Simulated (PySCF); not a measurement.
Complexes of water

Gas-phase complexes of water, each in one structure from a short search with a few starts, optimised by PBE0-D3(BJ)/def2-SVPD or PBE0-D3(BJ)/def2-TZVPD; other ways of binding may lie lower. Energies in kcal/mol, PBE0-D3(BJ)/def2-TZVPD, counterpoise-corrected (PySCF): interaction is complex less parts frozen as they stand in it, binding adds what it costs to deform them. Contacts are written partner···water; electrostatic, Pauli and orbital are terms of the uncorrected same energy, whose rest is dispersion or correlation.

2 other partners are left out, for which the search missed the form known or expected to bind best.

Frequency runs check only 4 of the 7 structures; an imaginary mode is left, so that the point isn't a minimum, in the complex with methane (85i cm⁻¹).

(1) Order these partners of water by binding energy, strongest first: arsenic trifluoride, Be2+, dimethyl ether, carbon disulfide, carbon monoxide, methane, C2H(-).

Results:

(1) Be2+ (-146.7), C2H(-) (-20.2), arsenic trifluoride (-6.4), dimethyl ether (-5.8), carbon monoxide (-2.1), carbon disulfide (-1.4), methane (-0.7).
```
            partner  contact  distance (Å)  binding  interaction  electrostatic  Pauli  orbital
               Be2+   Be···O          1.48   -146.7       -148.0          -84.6   41.1   -104.0
             C2H(-)    C···H          1.75    -20.2        -22.7          -33.2   31.5    -20.8
arsenic trifluoride   As···O          2.62     -6.4         -7.6          -19.3   20.6     -8.1
     dimethyl ether    O···H          1.83     -5.8         -5.9          -10.2    9.9     -4.8
    carbon monoxide    C···H          2.33     -2.1         -2.1           -2.9    2.6     -1.5
   carbon disulfide    S···H          2.71     -1.4         -1.4           -0.9    1.5     -1.3
            methane    H···H          2.46     -0.7         -0.7           -0.7    0.6     -0.3
```

Multiply charged ions in the gas phase bind far more strongly than in solution.
